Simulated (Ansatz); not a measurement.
# HCl with CO: structure and interaction energy

Aim: relax the pair, then compute its interaction energy with counterpoise at many levels, up to CCSD(T).

Computed with Ansatz 0.2.0, Gaussian basis. Level: PBE0-D4 structure, single points in def2-TZVPPD.

Levels: PBE-D4, revPBE-D4, BLYP-D4, r2SCAN-D4, B97M-V, PBE0-D4, B3LYP-D4, HSE06-D4, wB97X-V, wB97M-V, B2PLYP, Hartree-Fock, MP2, CCSD, CCSD(T). The reference is CCSD(T) extrapolated to the basis limit.

Cores are frozen in the correlated methods. B3LYP uses VWN-RPA correlation. B2PLYP carries no dispersion term here.

176 further runs of the same task are left out: 176 set aside as unsound or not needed.

### Step 1. Where the work starts

The pair, from a GFN2-xTB docking trial: 4 atoms, charge 0, spin multiplicity 1.

Atoms are counted from 1 here; the program's logs count them from 0.

Bond lengths: Cl1–H2 1.314 Å, C3–O4 1.127 Å.

Coordinates:

```mol
CHClO
  3D, bonds by distance, orders not assigned

  4  2  0  0  0  0  0  0  0  0999 V2000
    0.2584   -0.1292   -1.9691 Cl  0  0
   -0.3432   -0.1221   -0.8014 H   0  0
   -0.3558    0.0035    1.0057 C   0  0
    0.4407    0.2478    1.7648 O   0  0
  1  2  8  0
  3  4  8  0
M  END
```

Atoms 1 to 2 are fragment A (HCl), the rest fragment B (CO).

### Step 2. A first relaxation in a small basis

The input, pre/in.yaml:

```yaml
crystal:
  periodic: [false, false, false]
  atoms:
    - {symbol: Cl, position_ang: [0.258400, -0.129200, -1.969100]}
    - {symbol: H, position_ang: [-0.343200, -0.122100, -0.801400]}
    - {symbol: C, position_ang: [-0.355800, 0.003500, 1.005700]}
    - {symbol: O, position_ang: [0.440700, 0.247800, 1.764800]}
basis:
  gaussian: {orbitals: def2-SVP}
hamiltonian: {xc: pbe, dispersion: d4}
relax: {f_tol: 0.03, max_steps: 250}
```

Run with:

```console
$ ansatz run in.yaml --threads 2 --pin off --events-out ev --progress --plain --max-ram 5222MiB
```

The runs that follow: Relaxation at PBE0-D4; PBE-D4/def2-TZVPPD; r2SCAN-D4/def2-TZVPPD; PBE0-D4/def2-TZVPPD; B3LYP-D4/def2-TZVPPD; wB97X-V/def2-TZVPPD; wB97M-V/def2-TZVPPD; B2PLYP/def2-TZVPPD; BLYP-D4/def2-TZVPPD; revPBE-D4/def2-TZVPPD; B97M-V/def2-TZVPPD; HSE06-D4/def2-TZVPPD; CCSD(T)/def2-TZVPPD; MP2/def2-QZVPPD; Hartree-Fock/STO-3G; PBE-D4/STO-3G; B3LYP-D4/6-31G; SPW92/def2-SVP; PBE-D4/def2-SVP; PBE0-D4/def2-SVP; wB97M-V/def2-SVP; CCSD(T)/def2-SVP; Vibrations of the pair.

Q: Predict the outcome of this session. Wanted: interaction energy, CCSD(T)/CBS; of it Hartree-Fock; D4 term of PBE0-D4; shortest contact; lowest wavenumber.

The runs gave:

| quantity | value |
| --- | --- |
| interaction energy, CCSD(T)/CBS | -1.93 kcal/mol |
| of it Hartree-Fock (basis limit) | +0.13 kcal/mol |
| D4 term of PBE0-D4 | -0.41 kcal/mol |
| shortest contact | H2–C3 2.25 Å |
| lowest wavenumber | 63 cm⁻¹ |

What this shows: The pair is bound by 1.93 kcal/mol at fixed fragment shapes. Hartree-Fock doesn't bind it at this geometry, so correlation, mostly dispersion, holds it together. Among the functionals wB97X-V lands nearest to CCSD(T)/CBS (-0.01 kcal/mol) and PBE-D4 farthest (-0.89 kcal/mol). Mean unsigned error by rung: GGA 0.46, meta-GGA 0.18, hybrid 0.34, screened hybrid 0.52, range-separated hybrid 0.07, double hybrid 0.21 kcal/mol. PBE-D4 gives an interaction energy 0.89 kcal/mol too low, an error of 46 % of the reference. CCSD(T) moves by -0.24 kcal/mol from triple zeta to the limit; gaps between functionals far smaller than that don't rank them. A lower arrangement may exist.
